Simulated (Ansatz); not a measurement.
Write a Python script for Ansatz 0.2.0, Python API that makes a search for lower mean-field states of NO (charge -1). Settings (for the species named): Hartree-Fock, cc-pVDZ basis, multiplicity 3.

```yaml
atoms:
  - { symbol: N, position_ang: [0.0000, 0.0000, 0.0000] }
  - { symbol: O, position_ang: [0.0000, 0.0000, 1.3550] }
```

`states_no.py`:
```python
import ansatz as az
import numpy as np

BASIS_SET = 'cc-pVDZ'
XC = 'hf'
CHARGE = -1


def main() -> None:
    geometry_ang = [
        ('N', [0.0, 0.0, 0.0]),
        ('O', [0.0, 0.0, 1.355]),
    ]
    mol = az.Crystal.molecule()
    for symbol, xyz in geometry_ang:
        mol = mol.atom(symbol, xyz)
    symbols = [site.symbol for site in mol.cartesian_sites]

    start = np.array([site.position_ang for site in mol.cartesian_sites])
    for factor in [1.0, 1.3]:
        xyz = (start - start.mean(axis=0)) * factor
        scaled = az.Crystal.molecule()
        for symbol, place in zip(symbols, xyz):
            scaled = scaled.atom(symbol, place.tolist())
        base = scaled.calculation()
        base = base.basis(gaussian=BASIS_SET).functional(XC)
        base = base.charge(CHARGE).spin('collinear', total=2)
        for search in ('off', 'standard'):
            try:
                data = base.scf(lower_state_search=search).run(threads=1, pin='off').report
            except az.AnsatzError as error:
                print(f'x{factor} search {search}: {type(error).__name__}')
                continue
            state = data['mean_field']['state']
            print(f'all distances x{factor}, search {search:8s} E = {data["free_energy_ev"]:.5f} eV  <S^2> = {abs(state["spin_squared"]):.3f}  other states met: {len(data["mean_field"]["others"])}')


if __name__ == '__main__':
    main()
```

```console
$ python states_no.py
all distances x1.0, search off      E = -3515.93706 eV  <S^2> = 2.027  other states met: 0
all distances x1.0, search standard E = -3515.93706 eV  <S^2> = 2.027  other states met: 0
all distances x1.3, search off      E = -3513.96042 eV  <S^2> = 2.510  other states met: 0
all distances x1.3, search standard E = -3513.96042 eV  <S^2> = 2.510  other states met: 2
```

Notes:
- Total energies depend on the basis set; only differences at equal settings carry meaning.
- The count of other states can hold repeated and symmetry-equivalent ends of the search; scaling all distances is a test, and for more than two atoms no physical path.
- The run takes the species as open-shell (spin multiplicity 3), which needn't be its ground state.
- The expectation value of S² is noticeably off S(S+1) in at least one run, so that state is spin-contaminated.
- The spin state was assumed, and another may lie lower.
- Anions want diffuse functions, which this basis lacks.
- It ran for 1 s on 1 thread of Arm Neoverse V1, on a shared host, peak memory 0.14 GiB.
